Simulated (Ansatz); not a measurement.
Two shapes of singlet H₂ClO(-).

Shape 1:

```xyz
4

O    -0.0489   -0.3515   -1.9079
H    -0.0296   -0.4641   -0.9441
Cl    0.0245    0.1938    1.0729
H     0.0317    0.5844   -1.9551
```

Shape 2:

```xyz
4

O     0.0000   -0.3706   -2.0672
H     0.0000   -0.4664   -0.9936
Cl    0.0000    0.1624    1.1545
H     0.0000    0.6696   -2.0953
```

Basis set: def2-TZVP (spherical functions). Correlated methods keep 6 orbitals frozen. Charge -1, multiplicity 1.

Computed with Ansatz (development build ahead of 0.2.0); each method stands on the lowest determinant of its kind that the runs found.

Q: Which shape is lower in energy, and by how much in each method?

A:

| method | E(2) − E(1) (eV) |
| --- | --- |
| RHF | 0.472 |
| RHF-MP2 | 0.260 |

Shape 1 is lower. Caution: no diffuse functions for an anion.
